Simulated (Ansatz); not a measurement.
## Ansatz (development build ahead of 0.2.0) run

```yaml
crystal:
  periodic: [false, false, false]
  atoms:
    - { symbol: Na, position_ang: [0.0, 0.0, -1.01023] }
    - { symbol: O, position_ang: [0.0, 0.0, 1.00215] }
    - { symbol: H, position_ang: [0.0, 0.70258, 1.54766] }
    - { symbol: H, position_ang: [0.0, -0.70258, 1.54766] }
basis:
  gaussian: { orbitals: cc-pVTZ }
total_charge: 1
hamiltonian:
  xc: hf
correlation:
  method: mp2
  frozen_orbitals: { H: 0, Na: 1, O: 1 }
```

The input is written out in the form of the current development build from the run's settings.

Results

| Property | Result |
| --- | --- |
| Converged | yes |
| Reference energy | -237.76162 hartree |
| Correlation energy | -0.26666 hartree |
| Total energy | -238.02828 hartree |
| Spin squared of the determinant | 0.000 |
